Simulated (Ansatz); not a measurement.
**AlH₂O₂ radical (SMILES [OH][Al][OH]): functionals against CCSD(T) at one geometry**

One table from this session's results is given with a row withheld; the runs are named, their logs left out.

Method: single points in def2-TZVPP; program: Ansatz 0.2.0, Gaussian basis.

Cores are frozen in the correlated methods. Orbitals are unrestricted.

## Starting geometry

SMILES `[OH][Al][OH]`, 5 atoms, charge 0, spin multiplicity 2.

Atoms are counted from 1 here; the program's logs count them from 0.

Bond lengths: O1–Al2 1.570 Å, O1–H4 1.024 Å, Al2–O3 1.699 Å, O3–H5 1.005 Å. Angles: Al2–O1–H4 173.0°, O1–Al2–O3 155.1°, Al2–O3–H5 170.0°.

Coordinates:

| atom | x (Å) | y (Å) | z (Å) |
| --- | --- | --- | --- |
| O1 | -1.5273 | -0.0883 | -0.2702 |
| Al2 | -0.0422 | -0.4256 | 0.1101 |
| O3 | 1.6170 | -0.1012 | 0.2781 |
| H4 | -2.4529 | 0.2431 | -0.5580 |
| H5 | 2.5584 | 0.2493 | 0.3167 |

Set-up of the first run:

The input, run/in.yaml:

```yaml
crystal:
  periodic: [false, false, false]
  atoms:
    - {symbol: O, position_ang: [-1.527300, -0.088300, -0.270200]}
    - {symbol: Al, position_ang: [-0.042200, -0.425600, 0.110100]}
    - {symbol: O, position_ang: [1.617000, -0.101200, 0.278100]}
    - {symbol: H, position_ang: [-2.452900, 0.243100, -0.558000]}
    - {symbol: H, position_ang: [2.558400, 0.249300, 0.316700]}
basis:
  gaussian: {orbitals: def2-TZVPP}
magnetization: {spin_polarized: true, initial_magnetization: 1}
correlation: {method: ccsd_t}
scf: {omitted_lower_state_checks: [cluster_reference]}
output: {forces: true}
```

No record of the launch command was kept for these runs.

Steps of the session up to this table: CCSD(T)/def2-TZVPP; PBE0-D4/def2-TZVPP; wB97M-V/def2-TZVPP; r2SCAN-D4/def2-TZVPP; PBE-D4/def2-TZVPP; CAM-B3LYP-D4/def2-TZVPP; LC-wPBE/def2-TZVPP.

One of the session's tables, all rows but one given; the rest of the session is left out.

| method | RMS force component (eV/Å) | angle to CCSD(T) forces (°) | dipole (D) |
| --- | --- | --- | --- |
| CCSD(T) | 2.484 | reference | 1.94 |
| PBE0-D4 | ? | ? | ? |
| wB97M-V | 2.435 | 1.5 | 1.63 |
| r2SCAN-D4 | 2.387 | 1.1 | 1.76 |
| PBE-D4 | 2.279 | 4.5 | 1.56 |
| CAM-B3LYP-D4 | 2.388 | 1.2 | 1.77 |
| LC-wPBE | 2.491 | 1.6 | 2.06 |

Estimate the missing values for PBE0-D4.

**Answer.** RMS force component (eV/Å): 2.421; angle to CCSD(T) forces (°): 1.4; dipole (D): 1.76. In the column «RMS force component (eV/Å)» it lies between CAM-B3LYP-D4 (2.388) and wB97M-V (2.435).
